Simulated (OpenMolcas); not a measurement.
# BOF (fluoro(oxo)borane): levels of theory compared

Wanted: a comparison of 6 runs (HF/STO-3G, B3LYP/6-31G*, SVWN5/cc-pVTZ, TPSS/cc-pVTZ, MP2/cc-pVTZ) of BOF (fluoro(oxo)borane). 

Program for the calculation: OpenMolcas 26.06.

1 further run of the same task is left out (set aside as unsound or not needed).

**1. The structure to begin with**

The species is BOF (3 atoms), meant as a singlet with charge 0. SMILES: `O=BF`. Geometry: relaxed at PBE0-D4/def2-TZVP.

Bond lengths: O1–B2 1.206 Å, B2–F3 1.282 Å. Angles: O1–B2–F3 180.0°.

**2. Energy and gradient at HF/STO-3G (run 1)**

Contents of mol.input:

```
>>> EXPORT MOLCAS_PRINT=2

&GATEWAY
  BasLib=$CurrDir
  Coord
  3
  angstrom
  O        0.983100      -0.565100       0.479900
  B        0.020300      -0.011600       0.009900
  F       -1.003400       0.576800      -0.489800
  Basis=STO-3G
  Group=NoSym

&SEWARD

&SCF
  Thresholds=1e-10 1e-07 1e-07 1e-05
  PrOrbitals=0

&ALASKA
```

The basis set STO-3G is read from a file made from the Basis Set Exchange's data (not shown).

The run is started by

```
$ export MOLCAS_MEM=1860
$ pymolcas mol.input > mol.log
```

The log of the run:

```text
--- Start Module: gateway ---
[...]
--- Stop Module: gateway /rc=_RC_ALL_IS_WELL_ ---
[...]
      Basis functions           15
[...]
--- Start Module: scf ---
[...]
       Convergence after  13 Iterations
[...]
::    Total SCF energy                               -196.3278402710
[...]
      Total spin, S                                     0.0000000000
[...]
      Total electronic charge=   22.000000
      Total            charge=   -0.000000
[...]
      Dipole Moment (debye):
      Origin of the operator (angstrom)=   -0.0677    0.0390   -0.0331
                   X= -1.2162E+00               Y=  6.9925E-01               Z= -5.9371E-01           Total=  1.5233E+00
      Quadrupole Moment (debye*angstrom):
[...]
--- Stop Module: scf /rc=_RC_ALL_IS_WELL_ ---
--- Start Module: alaska ---
[...]
 *              Molecular gradients               *
 **************************************************
  Irreducible representation: a
 ------------------------------------------------------------------------------------------
                              X                       Y                       Z
 ------------------------------------------------------------------------------------------
  O1                3.03215378768442E-02   -1.74350835667241E-02    1.48027061277487E-02
  B2               -4.15548730111897E-02    2.38952004317872E-02   -2.02869497770647E-02
  F3                1.12333351343423E-02   -6.46011686506487E-03    5.48424364932032E-03
 ------------------------------------------------------------------------------------------
--- Stop Module: alaska /rc=_RC_ALL_IS_WELL_ ---
[...]
```

It took 1.1 s on 1 thread of Intel Xeon 6975P-C (Granite Rapids), shared host; peak memory 0.37 GiB.

**3. Energy and forces at B3LYP/6-31G(d) (spherical functions) (run 2)**

Contents of test.inp:

```
* BFO Kohn-Sham DFT
>>> EXPORT MOLCAS_PRINT=2

&GATEWAY
  BasLib=$CurrDir
  Coord
  3
  bohr
  O      1.85778975    -1.06788423     0.90687957
  B      0.03836144    -0.02192082     0.01870829
  F     -1.89615119     1.08999403    -0.92558786
  Basis=6-31Gs
  Group=NoSym

&SEWARD
  GridInput
  Grid=UltraFine
  End of Grid

&SCF
  KSDFT=B3LYP
  Thresholds=1e-10 1e-07 1e-07 1e-05
  PrOrbitals=1 2

&ALASKA
```

The basis set 6-31G* is read from a file made from the Basis Set Exchange's data (not shown).

The run is started by

```
$ export MOLCAS_MEM=1860
$ pymolcas test.inp > test.log
```

The log of the run:

```text
--- Start Module: gateway ---
[...]
--- Stop Module: gateway /rc=_RC_ALL_IS_WELL_ ---
[...]
      Basis functions           42
[...]
--- Start Module: scf ---
[...]
       Convergence after  13 Iterations
[...]
::    Total KS-DFT energy                            -199.9965384538
[...]
      Total spin, S                                     0.0000000000
[...]
      Total electronic charge=   22.000000
      Total            charge=   -0.000000
[...]
      Dipole Moment (debye):
      Origin of the operator (angstrom)=   -0.0677    0.0390   -0.0331
                   X= -1.6296E+00               Y=  9.3693E-01               Z= -7.9553E-01           Total=  2.0412E+00
      Quadrupole Moment (debye*angstrom):
[...]
--- Stop Module: scf /rc=_RC_ALL_IS_WELL_ ---
[...]
--- Start Module: alaska ---
[...]
 *              Molecular gradients               *
 **************************************************
  Irreducible representation: a
 ------------------------------------------------------------------------------------------
                              X                       Y                       Z
 ------------------------------------------------------------------------------------------
  O1               -7.44677844872221E-03    4.27707280483425E-03   -3.63417647709419E-03
  B2                1.28995934028664E-03   -7.34531095428759E-04    6.27862454879224E-04
  F3                6.15681910840848E-03   -3.54254170940838E-03    3.00631402223051E-03
 ------------------------------------------------------------------------------------------
--- Stop Module: alaska /rc=_RC_ALL_IS_WELL_ ---
[...]
```

Run time: 4.2 s. Hardware: 1 thread of Intel Xeon 6975P-C (Granite Rapids), shared host; peak memory 0.38 GiB.

Runs 3 to 5 aren't shown in full; the table further down has their settings and results.

**4. The energy at MP2/cc-pVTZ (run 6)**

Contents of calc.input:

```
&GATEWAY
  BasLib=$CurrDir
  Coord
  3
  angstrom
  O        0.983100      -0.565100       0.479900
  B        0.020300      -0.011600       0.009900
  F       -1.003400       0.576800      -0.489800
  Basis=cc-pVTZ
  Group=NoSym

&SEWARD

&SCF
  Thresholds=1e-10 1e-07 1e-07 1e-05
  PrOrbitals=1 2

&MBPT2
  Frozen=3
```

The basis set cc-pVTZ is read from a file made from the Basis Set Exchange's data (not shown).

The run is started by

```
$ export MOLCAS_MEM=1860
$ pymolcas calc.input > calc.log
```

The log of the run:

```text
--- Start Module: gateway ---
[...]
--- Stop Module: gateway /rc=_RC_ALL_IS_WELL_ ---
[...]
      Basis functions           90
[...]
--- Start Module: scf ---
[...]
       Convergence after  13 Iterations
[...]
::    Total SCF energy                               -199.1555515405
[...]
      Total spin, S                                     0.0000000000
[...]
      Total electronic charge=   22.000000
      Total            charge=   -0.000000
[...]
      Dipole Moment (debye):
      Origin of the operator (angstrom)=   -0.0677    0.0390   -0.0331
                   X= -1.9052E+00               Y=  1.0954E+00               Z= -9.3009E-01           Total=  2.3864E+00
      Quadrupole Moment (debye*angstrom):
[...]
--- Stop Module: scf /rc=_RC_ALL_IS_WELL_ ---
[...]
--- Start Module: mbpt2 ---
[...]
WARNING!
Default frozen orbitals as non valence orbitals is overwritten by user input.
Default values:   3
[...]
       Reference weight ( Cref**2 )         =        0.88254
::    Total MBPT2 energy                             -199.7261094821
[...]
      Total MBPT2 calculations                           0.19      0.21
--- Stop Module: mbpt2 /rc=_RC_ALL_IS_WELL_ ---
[...]
```

Wall time 5.1 s (1 thread of Intel Xeon 6975P-C (Granite Rapids), shared host); peak memory 0.5 GiB.

**5. The series**

| run | level | integration grid | Cartesian functions | energy (Eh) | dipole moment (D) of the reference | HOMO energy (eV) | LUMO energy (eV) | wall time |
| --- | --- | --- | --- | --- | --- | --- | --- | --- |
| 1 | HF/STO-3G | – | no | -196.327840 | 1.52 | -10.65 | 10.60 | 1.1 s |
| 2 | B3LYP/6-31G* (spherical functions) | UltraFine | no | -199.996538 | 2.04 | -9.56 | 0.65 | 4.2 s |
| 3 | B3LYP/6-31G* (Cartesian functions) | UltraFine | yes | -199.999531 | 2.05 | -9.57 | 0.62 | 4.5 s |
| 4 | SVWN5/cc-pVTZ | UltraFine | no | -198.650051 | 2.02 | -8.84 | -1.21 | 9.6 s |
| 5 | TPSS/cc-pVTZ | UltraFine | no | -200.098137 | 2.04 | -8.65 | -0.79 | 17 s |
| 6 | MP2/cc-pVTZ | – | no | -199.726109 | 2.39 | -14.24 | 2.98 | 5.1 s |

**6. Results**

| quantity | value |
| --- | --- |
| run 6: total energy | -199.72611 Eh |
| run 6: dipole moment (mean-field density) | 2.39 D |
| run 6: HOMO energy (Hartree–Fock orbitals) | -14.24 eV |
| run 6: LUMO energy (Hartree–Fock orbitals) | 2.98 eV |
| run 6: HOMO–LUMO gap (Hartree–Fock orbitals) | 17.21 eV |
| run 6: correlation energy (3 core orbitals frozen) | -570.6 mEh |

Over runs 1, 2, 3, 4, 5 the dipole moment (its size) runs from 1.52 D (HF/STO-3G) to 2.05 D (B3LYP/6-31G*). The two ends differ in method and basis. Over runs 1, 2, 3, 4, 5 the HOMO–LUMO gap runs from 7.64 eV (SVWN5/cc-pVTZ) to 21.25 eV (HF/STO-3G). Totals of different functionals can't be ranked against each other. In run 1 the basis is minimal, so the values are rough. All runs together took 42 s, the longest 17 s.
